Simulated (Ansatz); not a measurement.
Energy needed to pull apart CH₄O (SMILES CO), singlet, into free ground-state atoms, from the structure below (displaced at random from its PBE0-D4/def2-TZVP minimum); no zero-point or spin–orbit terms; open-shell atoms are treated unrestricted, in their ground-state multiplicity.

```
6
angstrom
C -0.1168 -0.2290 -0.2346
O -0.1667 0.3257 1.0118
H -0.8382 -0.9830 -0.3886
H 0.8966 -0.6911 -0.4705
H -0.2544 0.5293 -1.0497
H 0.4442 1.0549 1.1795
```

Ansatz 0.2.0; basis: def2-TZVPP; cores frozen in the correlated methods.

```json
{"method": "PBE-D4", "atomization energy (kcal/mol)": "516.7"}
{"method": "r2SCAN-D4", "atomization energy (kcal/mol)": "?"}
{"method": "PBE0-D4", "atomization energy (kcal/mol)": "506.5"}
{"method": "wB97M-V", "atomization energy (kcal/mol)": "?"}
{"method": "HF", "atomization energy (kcal/mol)": "365.1"}
{"method": "MP2", "atomization energy (kcal/mol)": "501.9"}
{"method": "CCSD", "atomization energy (kcal/mol)": "490.7"}
{"method": "CCSD(T)", "atomization energy (kcal/mol)": "496.7"}
```

Task: What does r2SCAN-D4 give? (Judge from chemistry; the value comes from the calculation.)

Result: Computed: 507.4 kcal/mol, which is about 10.7 kcal/mol more than CCSD(T)/def2-TZVPP.

Task: What does wB97M-V give? (To be estimated.)

Result: By the calculation: 509.2 kcal/mol, which is about 12.6 kcal/mol more than CCSD(T)/def2-TZVPP.

In triple zeta the MP2 and coupled-cluster atomization energies are still short of their basis limit by a few kcal/mol a bond, whereas those of the functionals are nearly converged, so these differences are not deviations from converged CCSD(T).

T1 diagnostic: at most 0.009.

For scale, one of the runs: CCSD(T)/def2-TZVPP forces, 118 basis functions (an equivalent command: `ansatz run in.yaml --threads 2`). The run took 37 s on 2 CPU threads (shared host), with 0.84 GiB of host memory at its peak.
